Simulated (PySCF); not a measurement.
## Atomic charges by several schemes

PH2OH, H3OP.
Z-matrix (Å and degrees, PBE0-D3(BJ)/def2-TZVP geometry), rows numbered from 1:
```
O 
P   1  1.6554
H   1  0.9593  2  109.18
H   2  1.4242  1   98.94  3  -129.21
H   2  1.4224  1   98.12  3   137.30
```

Density: PBE0/pcSseg-2 (PySCF); schemes: Mulliken, IAO, Hirshfeld and ESP-fitted. Isolated species at its PBE0-D3(BJ)/def2-TZVP geometry (one conformer only).

Q: Give the atomic charges in each scheme.

A: In e:

```json
{"atom": "O1", "environment": "hydroxyl oxygen", "Mulliken": "-0.459", "IAO": "-0.760", "Hirshfeld": "-0.269", "ESP-fitted": "-0.491"}
{"atom": "P2", "environment": "three-coordinate phosphorus", "Mulliken": "+0.329", "IAO": "+0.460", "Hirshfeld": "+0.144", "ESP-fitted": "-0.191"}
{"atom": "H3", "environment": "hydroxyl hydrogen", "Mulliken": "+0.219", "IAO": "+0.379", "Hirshfeld": "+0.169", "ESP-fitted": "+0.433"}
{"atom": "H4", "environment": "P–H hydrogen", "Mulliken": "-0.045", "IAO": "-0.041", "Hirshfeld": "-0.023", "ESP-fitted": "+0.121"}
{"atom": "H5", "environment": "P–H hydrogen", "Mulliken": "-0.043", "IAO": "-0.037", "Hirshfeld": "-0.021", "ESP-fitted": "+0.128"}
```

Mean size of the charges over all atoms: IAO 0.335 e, ESP-fitted 0.273 e, Mulliken 0.219 e, Hirshfeld 0.125 e. Each set sums to the total charge, 0, to within 0.001 e. The Hirshfeld scheme divides the density at each point in proportion to the densities of the neutral, spherically averaged free atoms.

Lowest charge. All schemes agree: Mulliken O1 (-0.459); IAO O1 (-0.760); Hirshfeld O1 (-0.269); ESP-fitted O1 (-0.491).

Highest charge. The schemes don't all agree: Mulliken P2 (+0.329); IAO P2 (+0.460); Hirshfeld H3 (+0.169); ESP-fitted H3 (+0.433).

Q: How many electrons does the Mulliken scheme count on O1?

A: Z − q = 8 − (-0.459) = 8.459.

Q: Sum the charges by element, for elements with more than one atom.

A: 
| element | atoms | Mulliken | IAO | Hirshfeld | ESP-fitted |
| --- | --- | --- | --- | --- | --- |
| H | 3 | +0.130 | +0.300 | +0.125 | +0.682 |
